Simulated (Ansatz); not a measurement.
**HSE06/6-31G(d) (spherical functions) run of C2HCl2F (SMILES FC=C(Cl)Cl)**

What is the energy change on altering one bond length of C2HCl2F at HSE06/6-31G* (spherical functions)? 

Program for the calculation: Ansatz 0.2.0.

66 further runs of the same task are left out: 66 set aside as unsound or not needed. Runs told in other sessions of the task aren't counted.

**1. Starting point**

C2HCl2F has 6 atoms, charge 0, and is taken as a singlet. As SMILES, `FC=C(Cl)Cl`. The coordinates come from a PBE0-D4/def2-TZVP relaxation.

Bond lengths: F1–C2 1.325 Å, C2–C3 1.326 Å, C3–Cl4 1.703 Å, C3–Cl5 1.711 Å, C2–H6 1.082 Å. Angles: F1–C2–C3 121.8°, C2–C3–Cl4 122.7°, C2–C3–Cl5 120.2°, Cl4–C3–Cl5 117.2°, F1–C2–H6 114.8°, C3–C2–H6 123.4°.

**2. A single-point energy at HSE06/6-31G(d) (spherical functions)**

The input, in.yaml:

```yaml
crystal:
  periodic: [false, false, false]
  atoms:
    - {symbol: F, position_ang: [0.369860, -1.453540, 1.016570]}
    - {symbol: C, position_ang: [0.335170, -0.183710, 0.639080]}
    - {symbol: C, position_ang: [-0.249490, 0.193990, -0.489960]}
    - {symbol: Cl, position_ang: [-1.002700, -0.907170, -1.549080]}
    - {symbol: Cl, position_ang: [-0.269610, 1.845290, -0.936840]}
    - {symbol: H, position_ang: [0.816790, 0.505150, 1.320220]}
basis:
  gaussian:
    orbitals: 6-31G_st_-spherical.json
hamiltonian:
  xc: hse06
accuracy: high
output:
  orbitals: {seedname: orbitals}
```

The basis set 6-31G* is read from a file made from the Basis Set Exchange's data (not shown).

Launch:

```bash
ansatz run in.yaml --threads 1 --pin off --max-ram 3480MiB --events-out events.jsonl --progress --plain --runs-dir runs
```

The log of the run:

```text
Warning: RAYON_NUM_THREADS=1 ignored (pool sized by the plan → 1); use --threads N
Functional definition: HSE06
  name "HSE06"
  parameter a = 0.25
  parameter omega = 0.11/bohr
  exchange = pbe_x - a*pbe_x_sr(omega) + a*exact_x_sr(omega)
  correlation = pbe_c
1764 factors; integrals over basis functions are off by at most 5.3e-9 eV
90 factors; integrals over basis functions are off by at most 2.1e-9 eV
mean field evaluation 1: about -29834.7282 eV, gradient 2.3e1 eV
mean field evaluation 2: about -29834.4490 eV, gradient 2.5e1 eV
mean field evaluation 4: about -29835.9056 eV, gradient 2.1e0 eV
mean field evaluation 8: about -29836.1334 eV, gradient 4.7e-1 eV
mean field evaluation 16: about -29836.1338 eV, gradient 4.6e-5 eV
mean field -29836.13376405 eV, -1096.4576921709 hartree, gradient 5.0e-8 eV, S^2 0.000000; 0 other end points of the search recorded, 0 dependent functions left out
reference -29836.13376637 eV, -1096.4576922563 hartree; 28, 28 occupied and 52, 52 virtual orbitals, 1764 factors
Total energy: -29836.13376637 eV, -1096.4576922563 hartree
```

Run time: 8.7 s. Hardware: 1 thread of Arm Neoverse V1, shared host; peak memory 0.27 GiB.

**3. The distorted shape, same level**

The input, in.yaml:

```yaml
basis:
  gaussian:
    orbitals: 6-31G_st_-spherical.json
crystal:
  periodic: [false, false, false]
  atoms:
    - {symbol: F, position_ang: [0.385956, -2.774607, 1.374081]}
    - {symbol: C, position_ang: [0.351266, -1.504777, 0.996591]}
    - {symbol: C, position_ang: [-0.233394, -1.127077, -0.132449]}
    - {symbol: Cl, position_ang: [-0.986604, -2.228237, -1.191569]}
    - {symbol: Cl, position_ang: [-0.269610, 1.845290, -0.936840]}
    - {symbol: H, position_ang: [0.832886, -0.815917, 1.677731]}
accuracy: high
hamiltonian:
  xc: {name: HSE06}
output: {orbitals: {seedname: orbitals}}
```

The basis set 6-31G* is read from a file made from the Basis Set Exchange's data (not shown).

Launch:

```bash
ansatz run in.yaml --threads 1 --pin off --max-ram 3480MiB --events-out events.jsonl --progress --plain --runs-dir runs
```

The log of the run:

```text
Warning: RAYON_NUM_THREADS=1 ignored (pool sized by the plan → 1); use --threads N
Functional definition: HSE06
  name "HSE06"
  parameter a = 0.25
  parameter omega = 0.11/bohr
  exchange = pbe_x - a*pbe_x_sr(omega) + a*exact_x_sr(omega)
  correlation = pbe_c
1691 factors; integrals over basis functions are off by at most 1.3e-8 eV
95 factors; integrals over basis functions are off by at most 1.2e-9 eV
mean field evaluation 1: about -29827.8953 eV, gradient 3.2e1 eV
mean field evaluation 2: about -29748.6154 eV, gradient 1.3e2 eV
mean field evaluation 4: about -29830.4496 eV, gradient 2.0e1 eV
mean field evaluation 8: about -29832.0667 eV, gradient 1.2e0 eV
mean field evaluation 16: about -29832.0703 eV, gradient 2.6e-4 eV
mean field -29832.07034670 eV, -1096.3083643375 hartree, gradient 9.4e-8 eV, S^2 0.000000; 0 other end points of the search recorded, 0 dependent functions left out
reference -29832.07034932 eV, -1096.3083644340 hartree; 28, 28 occupied and 52, 52 virtual orbitals, 1691 factors
Total energy: -29832.07034932 eV, -1096.3083644340 hartree
```

Wall time 8.7 s (1 thread of Arm Neoverse V1, shared host); peak memory 0.26 GiB.

**4. Summary of results**

Level: HSE06/6-31G* (spherical functions).

| quantity | value |
| --- | --- |
| first shape: total energy | -1096.45769 Eh |
| first shape: HOMO energy | -6.85 eV |
| first shape: LUMO energy | -0.45 eV |
| first shape: HOMO–LUMO gap | 6.40 eV |
| distorted shape: total energy | -1096.30836 Eh |
| distorted shape: HOMO energy | -7.78 eV |
| distorted shape: LUMO energy | -6.23 eV |
| distorted shape: HOMO–LUMO gap | 1.55 eV |
| energy change with the C3–Cl5 bond stretched from 1.711 to 3.080 Å | 4.063 eV |

**Reading.** One bond (distorted shape) is far stretched, which a spin-restricted single reference describes badly; a broken-symmetry solution may lie lower. With the C3–Cl5 bond stretched from 1.711 to 3.080 Å the energy rises by 4.06 eV (392 kJ/mol). The first shape isn't relaxed at this level, so the change isn't measured from a minimum. A restricted reference can't describe the breaking bond well at this length.
